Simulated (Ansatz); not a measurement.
fcc Ni was calculated with r²SCAN+rVV10 (plane waves, PAW; Ansatz, an electronic-structure program).

Run with plane-wave cutoff 560 eV, 26×26×26 k mesh, Fermi–Dirac smearing 0.05 eV, spin-polarised with parallel moments, scalar-relativistic PAW data made under PBE.

Computed at the level's own relaxed cell.

**Question.** What does this level give for the lattice parameter a, bulk modulus and pressure derivative B′ of the bulk modulus?

**Answer.** 
- lattice parameter a: 3.465 Å
- bulk modulus: 227 GPa
- pressure derivative B′ of the bulk modulus: 5.1

The run finds no gap.

Measured, for comparison: lattice constant a 3.508 Å (static lattice: zero-point anharmonic expansion removed; as tabulated in Mejia-Rodriguez and Trickey (2018), arXiv:1807.09216); bulk modulus 192 GPa (0 K value with the zero-point phonon effect removed, our sources range from 186 to 195; as tabulated in Mejia-Rodriguez and Trickey (2018), arXiv:1807.09216). Computed (rounded) less measured: lattice constant a -1.2 %, bulk modulus +18 % (+16 % to +22 % over the range).
